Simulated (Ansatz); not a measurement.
Cost and result for the atomization energy of C3H7N (`C/C=C/N`) (11 atoms, 10 bonds).

```tsv
atom	x (Å)	y (Å)	z (Å)
C1	-0.773	-0.455	-1.462
C2	0.124	0.210	-0.475
C3	0.067	0.001	0.839
N4	0.799	0.663	1.817
H5	-0.207	-1.012	-2.216
H6	-1.449	-1.157	-0.968
H7	-1.390	0.269	-2.005
H8	0.853	0.921	-0.862
H9	-0.657	-0.705	1.240
H10	1.604	1.163	1.472
H11	1.030	0.103	2.622
```

Charge 0, multiplicity 1. All single points use the PBE0-D4/def2-TZVP geometry. It is one conformer, not always the lowest. Program: Ansatz. All runs use 2 threads of an Arm Neoverse V1 on a shared host. Times are those of one run each, without the atoms' runs, and a repeat can differ threefold. Electronic energies, without spin–orbit coupling; frozen cores. CCSD(T)/CBS adds CCSD(T) − MP2 in def2-TZVPP to the MP2 limit, and its time is that of the two runs behind it. T1 = 0.011. B3LYP takes the VWN-RPA correlation (the form of Gaussian; ORCA's B3LYP/G). HSE06 is the plane-wave form, built on full-range PBE exchange.

CCSD(T)/CBS is a level of theory with its own doubt, some kJ/mol a heavy atom from the limit and from the frozen cores, so smaller differences don't rank the functionals.

```json
{"level": "HSE06-D4/def2-TZVPP", "functions": "222", "wall time": "3.2 s", "atomization (kJ/mol)": "4357.7", "difference from CCSD(T)/CBS": "43.5", "per bond": "4.4"}
{"level": "BHLYP-D4/def2-TZVPP", "functions": "222", "wall time": "3.2 s", "atomization (kJ/mol)": "4212.1", "difference from CCSD(T)/CBS": "-102.1", "per bond": "-10.2"}
{"level": "CCSD(T)/def2-SVP", "functions": "91", "wall time": "4.2 s", "atomization (kJ/mol)": "4117.1", "difference from CCSD(T)/CBS": "-197.1", "per bond": "-19.7"}
{"level": "B3LYP-D4/def2-TZVPP (with forces)", "functions": "222", "wall time": "4.6 s", "atomization (kJ/mol)": "4341.9", "difference from CCSD(T)/CBS": "27.7", "per bond": "2.8"}
{"level": "r2SCANh-D4/def2-TZVPP", "functions": "222", "wall time": "5 s", "atomization (kJ/mol)": "4300.5", "difference from CCSD(T)/CBS": "-13.7", "per bond": "-1.4"}
{"level": "r2SCAN-D4/def2-TZVPP (with forces)", "functions": "222", "wall time": "5.5 s", "atomization (kJ/mol)": "4324.0", "difference from CCSD(T)/CBS": "9.8", "per bond": "1.0"}
{"level": "B2PLYP/def2-TZVPP", "functions": "222", "wall time": "6 s", "atomization (kJ/mol)": "4289.8", "difference from CCSD(T)/CBS": "-24.4", "per bond": "-2.4"}
{"level": "ωB97X-V/def2-TZVPP", "functions": "222", "wall time": "9 s", "atomization (kJ/mol)": "4325.3", "difference from CCSD(T)/CBS": "11.1", "per bond": "1.1"}
{"level": "B97M-V/def2-TZVPP", "functions": "222", "wall time": "10 s", "atomization (kJ/mol)": "4326.4", "difference from CCSD(T)/CBS": "12.2", "per bond": "1.2"}
{"level": "ωB97M-V/def2-TZVPP (with forces)", "functions": "222", "wall time": "13 s", "atomization (kJ/mol)": "4335.4", "difference from CCSD(T)/CBS": "21.2", "per bond": "2.1"}
{"level": "MP2/def2-QZVPP", "functions": "438", "wall time": "30 s", "atomization (kJ/mol)": "4318.6", "difference from CCSD(T)/CBS": "4.4", "per bond": "0.4"}
{"level": "CCSD(T)/def2-TZVPP", "functions": "222", "wall time": "110 s", "atomization (kJ/mol)": "4207.0", "difference from CCSD(T)/CBS": "-107.2", "per bond": "-10.7"}
{"level": "CCSD(T)/CBS(def2)", "functions": "–", "wall time": "2.4 min", "atomization (kJ/mol)": "4314.2", "difference from CCSD(T)/CBS": "0.0", "per bond": "0.0"}
```

The D4 term adds +24.6 kJ/mol with B3LYP and +12.9 kJ/mol with PBE0; it sums over pairs of atoms, weighted by their polarisabilities, and B3LYP, whose exchange is more repulsive, gets the larger term. From PBE to PBE0 (25 % exact exchange), in def2-TZVPP and without D4, the atomization energy moves by −77.2 kJ/mol: exact exchange takes away binding that semilocal exchange gives to molecules. In def2-TZVPP, CCSD(T) changes the Hartree–Fock value by +1067.3 kJ/mol (the triples alone add +60.8 kJ/mol) and MP2 by +1115.5 kJ/mol; breaking electron pairs costs correlation energy, which Hartree–Fock lacks.
